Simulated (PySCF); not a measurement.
Reaction (SMILES): [C-]#[S+] (C-S) + 3 [H][H] (H2) → C (CH4) + S (H2S)
B3LYP-D3(BJ)/def2-TZVP geometries, fixed; electronic energies without zero-point terms.
Largest species:
```
C
H 1 1.0892
H 1 1.0892 2 109.47
H 1 1.0892 2 109.47 3 120.00
H 1 1.0892 2 109.47 3 -120.00
```

Effect of the atomic grid (radial, angular points) at PBE0/def2-TZVP with PySCF, against the last row, where the energy of full hydrogenation is -115.17 kcal/mol. Cost is core time over that of atom_grid: 75, 302, unpruned, rough, on shared machines of one kind; a dash marks a row that isn't timed (too short, read off another run, short of memory, by another algorithm or on other hardware).

```tsv
setting	grid points, largest species	largest shift of a total energy (mEh)	shift of the energy of full hydrogenation (kcal/mol)	cost
atom_grid: 30, 110, unpruned	16504	-0.130	-0.125	-
atom_grid: 50, 194, unpruned	48504	-0.029	-0.014	0.6×
atom_grid: 75, 302, unpruned	113256	-0.003	-0.001	1×
atom_grid: 99, 590, unpruned	292056	0.000	0.000	2×
atom_grid: 150, 974, unpruned	730504	0.000	0.000	5×
```

Within 0.02 kcal/mol in the energy of full hydrogenation: atom_grid: 50, 194, unpruned; atom_grid: 75, 302, unpruned; atom_grid: 99, 590, unpruned. The largest shift is 0.130 mEh in a total energy and 0.125 kcal/mol in the difference.
